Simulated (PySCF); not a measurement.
# C5H10O (3-pentanone): the cost of one run

Programs: PySCF 2.14.0, with routines of our own; each step states its level. All values are computed. Atoms count from 0.

## Step 1: The starting structure

16 atoms, charge 0, multiplicity 1; geometry from: GFN2-xTB.

## Step 2: Relaxing the molecule at PBE0-D3(BJ)/def2-SVP

Job settings and geometry (Å):

```
{"job": {"xc": "PBE0", "basis": "def2-SVP", "d3": "d3bj", "grid": 2, "kind": "geom"}, "charge": 0, "multiplicity": 1}
C      2.544143     0.030773     0.050711
C      1.200675     0.028796    -0.666473
C      0.031896     0.051474     0.300461
O      0.158415     0.274871     1.475983
C     -1.310210    -0.234833    -0.346814
C     -2.478465     0.104128     0.569341
H      2.646480    -0.863666     0.659942
H      3.361179     0.063080    -0.665488
H      2.614437     0.894450     0.706501
H      1.113204     0.916543    -1.299497
H      1.107089    -0.843210    -1.317053
H     -1.326989    -1.300324    -0.593543
H     -1.378482     0.317135    -1.286428
H     -3.421508    -0.178392     0.108347
H     -2.494565     1.170909     0.778558
H     -2.374898    -0.422790     1.514041
```

Started as:

```sh
$ OMP_NUM_THREADS=1 python excited_run.py task.json out
```

One launch serves the whole session: the jobs run in the order shown.

Q: Estimate the wall time and peak memory of this first job on 1 thread of Intel Xeon Platinum 8488C, shared host.

About 75 s, with a peak of 0.73 GiB.
